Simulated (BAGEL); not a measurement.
**BH3S (SMILES BS): HF/3-21G (density fitting with qzvpp-jkfit)**

Aim: the vertical ionisation energy of BH3S at HF/3-21G (density fitting with qzvpp-jkfit), from 2 runs. 

Program for the calculation: BAGEL 1.2.2.

4 further runs of the same task are left out: 2 that didn't finish, 2 set aside as unsound or not needed. Runs told in other sessions of the task aren't counted.

## (1) The system as given

The species is BH3S (5 atoms), meant as a singlet with charge 0. As SMILES, `BS`. The shape is that of a PBE0-D4/def2-TZVP optimisation.

Bond lengths: B1–S2 1.765 Å, B1–H3 1.192 Å, B1–H4 1.190 Å, S2–H5 1.344 Å. Angles: B1–S2–H5 99.2°, S2–B1–H3 115.8°, S2–B1–H4 121.4°, H3–B1–H4 122.7°.

## (2) A single-point energy at HF/3-21G (density fitting with qzvpp-jkfit)

Contents of input.json:

```json
{ "bagel" : [

{
  "title" : "molecule",
  "basis" : "3-21g",
  "df_basis" : "qzvpp-jkfit",
  "angstrom" : true,
  "geometry" : [
    { "atom" : "B", "xyz" : [      -0.392100,      -0.421000,       0.088100 ] },
    { "atom" : "S", "xyz" : [       0.161700,       1.236900,      -0.154300 ] },
    { "atom" : "H", "xyz" : [      -1.562900,      -0.556400,       0.264200 ] },
    { "atom" : "H", "xyz" : [       0.367100,      -1.337600,       0.074200 ] },
    { "atom" : "H", "xyz" : [       1.476100,       1.004400,      -0.313600 ] }
  ]
},

{
  "title" : "hf"
},

{
  "title" : "print",
  "file" : "orbitals.molden",
  "orbitals" : true
}

]}
```

Started as:

```sh
BAGEL_NUM_THREADS=1 BAGEL input.json > input.out
```

Output:

```text
* using 1 threads per process

  ===============================================================
  ===============================================================

  *** Geometry ***

  { "atom" : "B", "xyz" : [     -0.740962,     -0.795575,      0.166485 ] },
  { "atom" : "S", "xyz" : [      0.305569,      2.337402,     -0.291585 ] },
  { "atom" : "H", "xyz" : [     -2.953453,     -1.051444,      0.499266 ] },
  { "atom" : "H", "xyz" : [      0.693718,     -2.527698,      0.140218 ] },
  { "atom" : "H", "xyz" : [      2.789425,      1.898041,     -0.592618 ] },

  Number of auxiliary basis functions:      257

  Since a DF basis is specified, we compute 2- and 3-index integrals:
    o Being stored without compression. Storage requirement is 0.002 GB

  Number of basis functions:       28
  Number of electrons      :       24

    * METHOD: MOLECULE                             0.05

  *** RHF ***

  === Nuclear Repulsion ===
    43.0705489642

      * DIIS with orbital gradients will be used.

  === RHF iteration (3-21g) ===
      0       -421.81346283          0.01532142           0.00
      1       -421.83974003          0.00380623           0.00
      2       -421.84154101          0.00126085           0.00
      3       -421.84177197          0.00021136           0.00
      4       -421.84178251          0.00005896           0.00
      5       -421.84178362          0.00001472           0.00
      6       -421.84178368          0.00000316           0.00
      7       -421.84178369          0.00000075           0.00
      8       -421.84178369          0.00000018           0.00
      9       -421.84178369          0.00000006           0.01
     10       -421.84178369          0.00000002           0.01
     11       -421.84178369          0.00000000           0.01
    * SCF iteration converged.

    * Permanent dipole moment:
           (   -0.385514,     0.416732,     0.011936) a.u.

    * METHOD: HF                                   0.10

    * METHOD: PRINT                                0.00

  ===============================================================
```

Wall time 0.29 s (1 thread of Arm Neoverse V1, shared host).

## (3) The doublet cation, same level

Contents of hf.json:

```json
{ "bagel" : [

{
  "title" : "molecule",
  "basis" : "3-21g",
  "df_basis" : "qzvpp-jkfit",
  "angstrom" : true,
  "geometry" : [
    { "atom" : "B", "xyz" : [      -0.392100,      -0.421000,       0.088100 ] },
    { "atom" : "S", "xyz" : [       0.161700,       1.236900,      -0.154300 ] },
    { "atom" : "H", "xyz" : [      -1.562900,      -0.556400,       0.264200 ] },
    { "atom" : "H", "xyz" : [       0.367100,      -1.337600,       0.074200 ] },
    { "atom" : "H", "xyz" : [       1.476100,       1.004400,      -0.313600 ] }
  ]
},

{
  "title" : "uhf",
  "charge" : 1,
  "nopen" : 1
},

{
  "title" : "print",
  "file" : "orbitals.molden",
  "orbitals" : true
}

]}
```

Started as:

```sh
BAGEL_NUM_THREADS=1 BAGEL hf.json > hf.out
```

Output:

```text
* using 1 threads per process

  ===============================================================
  ===============================================================

  *** Geometry ***

  { "atom" : "B", "xyz" : [     -0.740962,     -0.795575,      0.166485 ] },
  { "atom" : "S", "xyz" : [      0.305569,      2.337402,     -0.291585 ] },
  { "atom" : "H", "xyz" : [     -2.953453,     -1.051444,      0.499266 ] },
  { "atom" : "H", "xyz" : [      0.693718,     -2.527698,      0.140218 ] },
  { "atom" : "H", "xyz" : [      2.789425,      1.898041,     -0.592618 ] },

  Number of auxiliary basis functions:      257

  Since a DF basis is specified, we compute 2- and 3-index integrals:
    o Being stored without compression. Storage requirement is 0.002 GB

  Number of basis functions:       28
  Number of electrons      :       24

    * METHOD: MOLECULE                             0.05

  *** Open-shell HF ***

  === Nuclear Repulsion ===
    43.0705489642

      * DIIS with orbital gradients will be used.

  === UHF iteration (3-21g) ===
      0       -421.41050673          0.03784329           0.01
      1       -421.46632897          0.00892420           0.01
      2       -421.46938785          0.00232223           0.01
      3       -421.46980021          0.00077721           0.01
      4       -421.46988485          0.00018999           0.01
      5       -421.46990705          0.00004714           0.01
      6       -421.46991248          0.00001033           0.01
      7       -421.46991431          0.00000355           0.01
      8       -421.46991520          0.00000165           0.01
      9       -421.46991563          0.00000061           0.01
     10       -421.46991569          0.00000014           0.01
     11       -421.46991569          0.00000009           0.01
     12       -421.46991569          0.00000007           0.01
     13       -421.46991569          0.00000005           0.01
     14       -421.46991569          0.00000003           0.01
     15       -421.46991569          0.00000002           0.01
     16       -421.46991569          0.00000001           0.01
     17       -421.46991569          0.00000001           0.01
    * SCF iteration converged.

    * S^2 (UHF) is 0.7546

    * Permanent dipole moment:
           (   -0.529069,     0.355750,     0.037962) a.u.

    * METHOD: UHF                                  0.19

    * METHOD: PRINT                                0.00

  ===============================================================
```

It took 0.36 s on 1 thread of Arm Neoverse V1, shared host.

## (4) Results

At HF/3-21G (density fitting with qzvpp-jkfit):

```
                                          quantity          value
                        singlet BH3S: total energy  -421.84178 Eh
                       singlet BH3S: dipole moment         1.44 D
                         singlet BH3S: HOMO energy      -11.26 eV
                         singlet BH3S: LUMO energy        2.38 eV
                       singlet BH3S: HOMO–LUMO gap       13.64 eV
                      doublet cation: total energy  -421.46992 Eh
                              doublet cation: ⟨S²⟩          0.755
vertical ionisation energy (to the doublet cation)      10.119 eV
```

The vertical ionisation energy comes to 10.12 eV (233 kcal/mol). −ε(HOMO) before ionisation, 11.26 eV, is 1.14 eV above this ionisation energy.
